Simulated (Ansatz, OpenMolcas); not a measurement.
Heat of formation of CHClF2 (difluorochloromethane) from total energies

The species is CHClF2 (5 atoms), meant as a singlet with charge 0. SMILES: `FC(F)Cl`. The shape is that of a PBE0-D4/def2-TZVP optimisation.

Total energies at SVWN5/6-311+G** (OpenMolcas 26.06); the atoms run unrestricted:

| species | state | energy (Eh) |
| --- | --- | --- |
| CHClF2 | singlet | -695.591613 |
| F | doublet | -99.097884 |
| C | triplet | -37.464996 |
| Cl | doublet | -458.652842 |
| H | doublet | -0.478347 |

Harmonic wavenumbers at PBE0-D4/def2-TZVP, in cm⁻¹: 368, 414, 605, 812, 1138, 1162, 1326, 1374, 3137.

Measured heats of formation of the gaseous atoms at 298.15 K, in kJ/mol: F 79.4, C 716.9, Cl 121.3, H 218.0. Spin-orbit lowering of the atoms at 298 K (mean of the ground term's levels less their thermal mean, from spectra), in kJ/mol: F 1.29, C 0.02, Cl 3.44. Take 1 Eh = 2625.50 kJ/mol, 1 cm⁻¹ = 0.0119627 kJ/mol, RT = 2.479 kJ/mol.

Problem. Work out the heat of formation of the gas at 298 K.

Solution. 
1. Electronic atomisation energy: 2 × (-99.097884) + (-37.464996) + (-458.652842) + (-0.478347) − (-695.591613) = 0.799660 Eh = 2099.5 kJ/mol.
2. Zero-point energy: half the sum of the wavenumbers, 5168 cm⁻¹ = 61.8 kJ/mol.
3. Thermal vibrational enthalpy, Σ hcν̃/(exp(hcν̃/kT) − 1): 2.4 kJ/mol. Translation, rotation and pV of a non-linear molecule: 4 RT = 9.9 kJ/mol.
4. The 5 free atoms carry 5/2 RT each: 31.0 kJ/mol.
5. Spin-orbit coupling lowers the free atoms by 2 × 1.29 + 0.02 + 3.44 = 6.0 kJ/mol.
6. Atomisation enthalpy at 298 K: 2099.5 − 6.0 − 61.8 − 2.4 − 9.9 + 31.0 = 2050.4 kJ/mol.
7. Sum of the atoms' heats of formation: 1215.0 kJ/mol. Heat of formation: 1215.0 − 2050.4 = -835.4 kJ/mol.

The tabulated value is -482.8 kJ/mol (Active Thermochemical Tables), so this level is off by -352.6 kJ/mol, or 20.8 % of the atomisation enthalpy. The LDA overbinds, which puts heats of formation too low. Anharmonicity and any spin-orbit splitting of the molecule are left out.
